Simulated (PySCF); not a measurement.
Compound: C5H11S (doublet state).
Structure used (GFN2-xTB), in Å, numbered top down from 1:
```
atom  x, y, z in Å
C1    -2.7181    0.1230   -0.1939
C2    -1.3564   -0.1756    0.4246
C3    -0.2548    0.5607   -0.2346
C4     1.0999    0.6162    0.3477
C5     1.9764   -0.5082   -0.2359
S6     3.6968   -0.4489    0.3734
H7    -2.7253   -0.1502   -1.2464
H8    -2.9468    1.1829   -0.1130
H9    -3.4991   -0.4390    0.3126
H10   -1.3723    0.0652    1.4944
H11   -1.1757   -1.2619    0.3643
H12   -0.3894    0.8916   -1.2502
H13    1.5865    1.5682    0.1164
H14    1.0588    0.4991    1.4342
H15    2.0568   -0.4095   -1.3177
H16    1.5652   -1.4886    0.0035
H17    3.3904   -0.6130    1.6591
```

The hyperfine couplings belong to this conformer and change with its torsions.

Identity: `CC[CH]CCS` [radical].

Computed, not measured: UKS B3LYP, pcH-1 on C H S, non-relativistic, mean-field spin-orbit, GIAO (PySCF 2.14.0). Isolated species at its GFN2-xTB geometry (one conformer only). A GFN2-xTB geometry isn't a minimum of the functional, and hyperfine couplings can be far from their values at a DFT geometry. Stability of the SCF solution: not tested.

Question: Match the computed a_iso(13C) values +103.2, +98.9, -32.2, -29.7, +10.2 MHz with the sites C1; C2; C3; C4; C5.

Answer: 
| site | a_iso (MHz) | ρ(0) (bohr⁻³) | position | distance from C3 (Å) | spin population | largest \|T\| (MHz) |
| --- | --- | --- | --- | --- | --- | --- |
| C1 | +10.2 | +0.0091 | 2 bonds from C3 | 2.50 | +0.01 | 2.5 |
| C2 | -32.2 | -0.0286 | 1 bond from C3 | 1.48 | -0.08 | 2.2 |
| C3 | +98.9 | +0.0880 | largest spin population | 0.00 | +1.02 | 158.4 |
| C4 | -29.7 | -0.0264 | 1 bond from C3 | 1.48 | -0.08 | 2.3 |
| C5 | +103.2 | +0.0918 | 2 bonds from C3 | 2.47 | +0.04 | 9.3 |

ρ(0) is the spin density at the nucleus and T the dipolar tensor; a_iso includes a spin–orbit part; entries for several nuclei are means. The Mulliken spin populations are largest on C3 (+1.02), C2 (-0.08), C4 (-0.08) and H11 (+0.06). C3 is the only atom above +0.15. The positive populations add up to 1.21 and the negative ones to -0.21, together 2S = 1. The angles at C3 add up to 358.8°, so it is planar; its axial dipolar tensor and the negative coupling of its proton fit spin in a p orbital normal to that plane.

Means are taken over nuclei equivalent by connectivity, which assumes that they swap fast. The 1H value of +101.3 MHz is a mean of couplings from 61.4 to 141.1 MHz in this one geometry, not an average over conformers. The 1H value of +34.6 MHz is a mean of couplings from 13.8 to 55.4 MHz in this one geometry, not an average over conformers.

The run took 78 s of wall time (with the writing of density and orbital grids) on one thread of an Arm Neoverse V1, no GPU, shared host, and the process peaked at 0.96 GiB of memory.
